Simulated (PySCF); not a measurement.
Compound: C4H6NS (doublet state).
Z-matrix (Å and degrees, GFN2-xTB geometry), rows numbered from 1:
```
C 
C   1  1.5404
C   2  1.5024  1  111.89
C   3  1.3306  2  112.73  1   120.31
S   4  1.7550  3  109.94  2     0.93
N   2  1.4301  1  110.30  3   121.52
H   1  1.0875  2  109.72  3   -57.26
H   1  1.0867  2  110.11  3    63.16
H   1  1.0856  2  109.25  3  -176.46
H   2  1.1040  1  107.24  3  -121.14
H   3  1.0748  2  121.31  1   -58.78
H   4  1.0715  3  130.04  2  -179.25
```

Identity: `C[C@H]1C=CS[N]1` [radical].

Method: PySCF 2.14.0, UKS B3LYP, pcH-1 on C H N S, non-relativistic, mean-field spin-orbit, GIAO. Geometry: GFN2-xTB; no solvent, vibrations or thermal averaging. Couplings are sensitive to structure, and on GFN2-xTB geometries they can be far from those on DFT ones. The SCF solution wasn't tested for stability.

Principal values of hyperfine tensors in MHz (contact, dipolar and spin–orbit terms together), for some of the nuclei:

```
atom  isotope      A1      A2      A3
 H10       1H  138.20  140.13  150.98
  C1      13C   74.93   75.15   92.39
  C2      13C  -33.83  -31.09  -28.24
  N6      14N   -4.19   -3.22   91.43
  C4      13C  -25.51  -10.64   -9.82
 H11       1H  -14.86  -10.58   -2.28
  H7       1H   -9.53   -7.04    1.67
  H9       1H   -8.51   -6.22    2.55
```

(1) Split each tensor into its isotropic and traceless parts, and turn a_iso into mT with g = 2.0056.

(2) What spin density at the nucleus of H10 lies behind its contact coupling (g_N = 5.58569)?

(3) C3 (13C, g_N = 1.40482) isn't in the table. Its spin density at the nucleus is 0.009178 bohr⁻³. What is its contact coupling?

(4) Which nucleus of the table has the largest anisotropic coupling, and what is its form?

(5) In a single crystal, with the field along each principal axis of the tensor of C2 in turn, what first-order splitting does this nucleus give (isotropic g, quadrupole terms neglected)?

Answers

(1) a_iso = (A1 + A2 + A3)/3, Ti = Ai − a_iso; 1 mT corresponds to 28.071 MHz. The tensors hold a spin–orbit part: the run splits a_iso into a_FC + a_SO, and T includes its anisotropic share.

```
atom  a_iso (MHz)    a_FC   a_SO  a_iso (mT)      T1      T2     T3
 H10       143.10  143.09   0.01       5.098   -4.90   -2.97   7.88
  C1        80.82   80.83  -0.01       2.879   -5.89   -5.68  11.57
  C2       -31.05  -31.08   0.03      -1.106   -2.78   -0.03   2.81
  N6        28.01   27.77   0.24       0.998  -32.19  -31.23  63.42
  C4       -15.32  -15.33   0.01      -0.546  -10.19    4.68   5.50
 H11        -9.24   -9.26   0.02      -0.329   -5.62   -1.34   6.96
  H7        -4.97   -4.97   0.00      -0.177   -4.56   -2.08   6.64
  H9        -4.06   -4.06   0.00      -0.145   -4.45   -2.16   6.61
```

(2) a_FC = 800.24 MHz bohr³ × g_N × ρ(0)/(2S). With a_FC = 143.09 MHz and 2S = 1, ρ(0) = 0.03201 bohr⁻³. In magnitude that is 10.1 % of the 1/π = 0.318 of a free hydrogen atom.

(3) By the same relation, a_FC = 10.32 MHz. Its full tensor has the principal values -0.64, 2.21, 29.42 MHz.

(4) N6: -32.2, -31.2, 63.4 MHz (the dipolar term alone has -32.1, -31.6, 63.7), axial, in the ratio −1:−1:+2, the form that spin in one p orbital centred on that nucleus gives.

(5) 2 lines (I = 1/2), spaced by |A_i|/(g × 13.996): 1.21, 1.11, 1.01 mT along the axes of A1, A2 and A3.
